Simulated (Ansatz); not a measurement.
# C₂H₃O (doublet): wave-function methods side by side, 6-31G*

Aim: climb from Hartree-Fock through coupled cluster and multireference methods for C₂H₃O (doublet) at one geometry and basis, and see what each rung misses.

Computed with Ansatz 0.2.0, Gaussian basis. Level: 6-31G*, core rule «outside noble gas», up to 3 orbitals frozen.

The runs, in order: UHF; CCSD(T) on ROHF; CCSD(T) on UHF; BCCD(T) on ROHF; CISD; CCSDT(Q) on ROHF; CCSDT(Q) on UHF; CASSCF and MRCISD+Q, 9 electrons in 9 orbitals; CASSCF and NEVPT4(SD), 9 electrons in 9 orbitals; CASSCF and NEVPT2, 9 electrons in 9 orbitals.

14 further runs of the same task are left out: 1 that didn't finish, 13 set aside as unsound or not needed.

### Step 1. The geometry

The geometry is an MP2(full)/6-31G* stationary point (not a proven minimum).

6 atoms, charge 0, spin multiplicity 2.

Atoms are counted from 1 here; the program's logs count them from 0.

Bond lengths: C1–C2 1.513 Å, C1–H3 1.093 Å, C1–H4 1.092 Å, C1–H5 1.092 Å, C2–O6 1.196 Å. Angles: C2–C1–H3 111.1°, C2–C1–H4 108.6°, C2–C1–H5 108.6°, H3–C1–H4 110.4°, H3–C1–H5 110.4°, H4–C1–H5 107.6°, C1–C2–O6 127.5°.

Coordinates:

```xyz
6
C2H3O
C    -1.0631   -0.7108    0.0000
C    -0.0848    0.4433    0.0000
H    -0.5404   -1.6708    0.0000
H    -1.7024   -0.6262    0.8811
H    -1.7024   -0.6262   -0.8811
O     1.1103    0.3850    0.0000
```

### Step 2. UHF

Input file in.yaml:

```yaml
crystal:
  periodic: [false, false, false]
  atoms:
    - {symbol: C, position_ang: [-1.063094, -0.710792, 0.000000]}
    - {symbol: C, position_ang: [-0.084803, 0.443305, 0.000000]}
    - {symbol: H, position_ang: [-0.540354, -1.670815, 0.000000]}
    - {symbol: H, position_ang: [-1.702429, -0.626249, 0.881061]}
    - {symbol: H, position_ang: [-1.702429, -0.626249, -0.881061]}
    - {symbol: O, position_ang: [1.110266, 0.384967, 0.000000]}
basis:
  gaussian: {orbitals: "6-31G*"}
magnetization: {spin_polarized: true, initial_magnetization: 1}
hamiltonian: {xc: hf}
output: {orbitals: {seedname: orbitals}}
```

Command:

```sh
$ ansatz run in.yaml --threads 1 --pin off --events-out ev --progress --plain --max-ram 4096MiB --backend cpu
```

After this run come: CCSD(T) on ROHF; CCSD(T) on UHF; BCCD(T) on ROHF; CISD; CCSDT(Q) on ROHF; CCSDT(Q) on UHF; CASSCF and MRCISD+Q, 9 electrons in 9 orbitals; CASSCF and NEVPT4(SD), 9 electrons in 9 orbitals; CASSCF and NEVPT2, 9 electrons in 9 orbitals.

**Question.** What will the summary of the whole plan be? Wanted: UCCSDT(Q) below the RHF energy; RMP2 from UCCSDT(Q); UMP2 from UCCSDT(Q); RCCSD from UCCSDT(Q); RCCSD(T) from UCCSDT(Q); UCCSD(T) from UCCSDT(Q); RCCSDT(Q) from UCCSDT(Q); T1 diagnostic.

As calculated:

```
                         quantity                      value
   UCCSDT(Q) below the RHF energy                -12.4728 eV
              RMP2 from UCCSDT(Q)                +1016.9 meV
              UMP2 from UCCSDT(Q)                +1056.0 meV
             RCCSD from UCCSDT(Q)                 +465.9 meV
          RCCSD(T) from UCCSDT(Q)                  +62.0 meV
          UCCSD(T) from UCCSDT(Q)                  +63.4 meV
         RCCSDT(Q) from UCCSDT(Q)                   +6.4 meV
levels within 1 kcal/mol (43 meV)  RCCSDT, UCCSDT, RCCSDT(Q)
                    T1 diagnostic                      0.024
```

RCCSD(T) lands +62.0 meV from the yardstick (0.5 % of the correlation energy). These misses are within one basis, not against nature; the frozen cores of restricted and unrestricted runs differ, which can shift their rows.
